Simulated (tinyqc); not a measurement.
Worked calculation: FCI on RHF in the sto-3g basis, for HF, spin multiplicity 1. One step of it, computed by the program tinyqc.

Problem. FCI: roots. Diagonalise (each vector has its largest component positive (the first on a tie)); all determinants have Ms = 0, so triplets appear too. The lowest singlet root is the correlation energy.

Occupation strings over the orbitals (2 doubly, a alpha, b beta, 0 empty; spin orbitals ordered 1a 1b 2a 2b ...): 222220 22a22b 2a222b a2222b 22b22a 2b222a b2222a 222202 222022 220222 2ab222 a2b222 2ba222 202222 ab2222 b2a222 ba2222 022222

H - E(HF) between determinants (hartree), lower triangle:
```
           222220     22a22b     2a222b     a2222b     22b22a     2b222a     b2222a     222202
222220   0.000000
22a22b   0.000000   0.852060
2a222b   0.000000  -0.018695   1.672994
a2222b   0.000000  -0.025941   0.021351  25.772911
22b22a   0.000000  -0.142089  -0.063348   0.006685   0.852060
2b222a   0.000000  -0.063348  -0.103240  -0.012949  -0.018695   1.672994
b2222a   0.000000   0.006685  -0.012949  -0.030038  -0.025941   0.021351  25.772911
222202   0.033068   0.008454   0.049026   0.012822  -0.008454  -0.049026  -0.012822   1.599523
222022   0.033068   0.008454   0.049026   0.012822  -0.008454  -0.049026  -0.012822   0.053770
220222   0.142089   0.130446  -0.088081  -0.002634  -0.130446   0.088081   0.002634   0.057167
2ab222  -0.063348   0.088081  -0.115591   0.005771  -0.014302   0.026183   0.020369   0.049452
a2b222   0.006685   0.002634   0.005771  -0.304673  -0.027741   0.025308   0.005647   0.013895
2ba222   0.063348  -0.014302   0.026183   0.020369   0.088081  -0.115591   0.005771  -0.049452
202222   0.103240   0.026183   0.075715  -0.005825  -0.026183  -0.075715   0.005825   0.174842
ab2222  -0.012949  -0.020369   0.005825  -0.222849   0.025308  -0.007990   0.032901  -0.038275
b2a222  -0.006685  -0.027741   0.025308   0.005647   0.002634   0.005771  -0.304673  -0.013895
ba2222   0.012949   0.025308  -0.007990   0.032901  -0.020369   0.005825  -0.222849   0.038275
022222   0.030038   0.005647   0.032901  -0.212072  -0.005647  -0.032901   0.212072   0.029660

           222022     220222     2ab222     a2b222     2ba222     202222     ab2222     b2a222
222022   1.599523
220222   0.057167   1.925760
2ab222   0.049452   0.172586   2.651257
a2b222   0.013895   0.053417   0.016082  26.847514
2ba222  -0.049452  -0.172586  -0.156960  -0.021038   2.651257
202222   0.174842   0.156960   0.090171  -0.010662  -0.090171   3.518992
ab2222  -0.038275  -0.021038   0.010662  -0.239019   0.027032  -0.012635  27.738564
b2a222  -0.013895  -0.053417  -0.021038  -0.027449   0.016082   0.010662   0.024594  26.847514
ba2222   0.038275   0.021038   0.027032   0.024594   0.010662   0.012635  -0.072024  -0.239019
022222   0.029660   0.027449   0.024594  -0.146615  -0.024594   0.072024   0.462717   0.146615

           ba2222     022222
ba2222  27.738564
022222  -0.462717  55.813937
```

Give: lowest roots of this matrix, relative to E(HF); lowest vectors; <S^2> of these roots; weight of the ground state by excitation level 0, 1, 2, ....

Solution.

lowest roots of this matrix, relative to E(HF) (hartree): -0.0181  0.6998  0.9513  1.5458  1.5497  1.5676  1.7762  1.9287

lowest vectors:
```
         root 1   root 2   root 3   root 4
222220   0.9957   0.0000  -0.0230   0.0000
22a22b   0.0079   0.7038   0.6911   0.0000
2a222b   0.0003   0.0637  -0.0635   0.0000
a2222b   0.0000   0.0006   0.0010   0.0000
22b22a  -0.0079   0.7038  -0.6911   0.0000
2b222a  -0.0003   0.0637   0.0635   0.0000
b2222a   0.0000   0.0006  -0.0010   0.0000
222202  -0.0162   0.0000   0.0118   0.7071
222022  -0.0162   0.0000   0.0118  -0.7071
220222  -0.0757   0.0000  -0.1852   0.0000
2ab222   0.0281  -0.0258  -0.0272   0.0000
a2b222  -0.0001   0.0006  -0.0004   0.0000
2ba222  -0.0281  -0.0258   0.0272   0.0000
202222  -0.0257   0.0000   0.0022   0.0000
ab2222   0.0004  -0.0001   0.0011   0.0000
b2a222   0.0001   0.0006   0.0004   0.0000
ba2222  -0.0004  -0.0001  -0.0011   0.0000
022222  -0.0005   0.0000   0.0000   0.0000
```

<S^2> of these roots: 0.0000  2.0000  0.0000  0.0000  0.0000  2.0000  0.0000  0.0000

weight of the ground state by excitation level 0, 1, 2, ...: 0.9914  0.0001  0.0085
